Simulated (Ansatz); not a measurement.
Saddle point of SiHOF, singlet (SiHOF ([OH][Si][F]) → SiHOF ([O][SiH][F]); bonds formed: H1–Si3; bonds broken: H1–O2), PBE0-D4/def2-TZVP structure:

H1  (-1.140, -0.107, 0.776)
O2  (-0.902, 0.457, -0.654)
Si3  (0.267, -0.128, 0.176)
F4  (1.775, -0.222, -0.298)
(Å)

Energies are electronic, without zero-point energy. Barriers and step energies count from the start structure reached by relaxing down the imaginary mode; all methods use the PBE0-D4 structures, on which another method's saddle can fall below an end. Program: Ansatz 0.2.0. Basis: def2-TZVPP, with def2-QZVPP for the basis limit. Cores are frozen in the correlated methods. B3LYP uses VWN-RPA correlation. Extrapolation: Hartree–Fock as exp(−7.88 √X), correlation as X^−2.97.

```json
{"method": "SPW92", "barrier (kJ/mol)": "?", "step energy (kJ/mol)": "57.5"}
{"method": "PBE-D4", "barrier (kJ/mol)": "229.5", "step energy (kJ/mol)": "47.9"}
{"method": "BLYP-D4", "barrier (kJ/mol)": "235.8", "step energy (kJ/mol)": "45.0"}
{"method": "r2SCAN-D4", "barrier (kJ/mol)": "242.5", "step energy (kJ/mol)": "39.3"}
{"method": "B97M-V", "barrier (kJ/mol)": "256.0", "step energy (kJ/mol)": "48.4"}
{"method": "PBE0-D4", "barrier (kJ/mol)": "?", "step energy (kJ/mol)": "55.2"}
{"method": "B3LYP-D4", "barrier (kJ/mol)": "?", "step energy (kJ/mol)": "51.8"}
{"method": "r2SCAN0-D4", "barrier (kJ/mol)": "270.5", "step energy (kJ/mol)": "49.2"}
{"method": "BHLYP-D4", "barrier (kJ/mol)": "301.6", "step energy (kJ/mol)": "59.4"}
{"method": "CAM-B3LYP-D4", "barrier (kJ/mol)": "274.8", "step energy (kJ/mol)": "55.4"}
{"method": "wB97X-V", "barrier (kJ/mol)": "275.1", "step energy (kJ/mol)": "51.4"}
{"method": "wB97M-V", "barrier (kJ/mol)": "276.2", "step energy (kJ/mol)": "63.5"}
{"method": "B2PLYP", "barrier (kJ/mol)": "257.6", "step energy (kJ/mol)": "44.0"}
{"method": "PBE-QIDH", "barrier (kJ/mol)": "271.3", "step energy (kJ/mol)": "47.8"}
{"method": "RPA on PBE", "barrier (kJ/mol)": "257.6", "step energy (kJ/mol)": "50.5"}
{"method": "HF", "barrier (kJ/mol)": "358.4", "step energy (kJ/mol)": "63.9"}
{"method": "MP2", "barrier (kJ/mol)": "249.9", "step energy (kJ/mol)": "34.1"}
{"method": "CCSD", "barrier (kJ/mol)": "288.9", "step energy (kJ/mol)": "56.2"}
{"method": "CCSD(T)", "barrier (kJ/mol)": "267.9", "step energy (kJ/mol)": "51.3"}
```

Fill in the withheld barriers. (An estimate is asked for; the value comes from the calculation.)

Computed: PBE0-D4 263.1; SPW92 225.4; B3LYP-D4 262.9 kJ/mol. Each is the energy of the saddle less that of the start structure, by the same method.

For comparison, the barrier by CCSD(T) at an estimated basis limit (MP2 extrapolated from triple and quadruple zeta, plus CCSD(T) − MP2 in triple zeta) is 266.1 kJ/mol.

T1 diagnostic: at most 0.025. The restricted Hartree–Fock reference is unstable towards an unrestricted one at one or more of these structures.

Labels in which every atom is bracketed show which atoms are joined, not bond orders.

For scale, one of the runs: CCSD(T)/def2-TZVPP, 118 basis functions, launched by `ansatz run in.yaml --threads 2 --pin off --events-out ev --progress --plain --max-ram 4352MiB`. The run took about 12 s on 2 CPU threads of an AMD EPYC 7R43 (shared host).
